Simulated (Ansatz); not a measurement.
Species: H₄Si, SMILES `[SiH4]` (charge 0, multiplicity 1).

Problem. Give a relaxed geometry from Ansatz (an electronic-structure program) with B3LYP-D3(BJ)/def2-TZVP.

Solution. the end point of this relaxation (outside a Z-matrix the atoms follow the SMILES, hydrogens last).
Z-matrix (Å, degrees):
```
Si
H 1 1.4803
H 1 1.4803 2 109.47
H 1 1.4803 2 109.47 3 120.00
H 1 1.4803 2 109.47 4 120.00
```
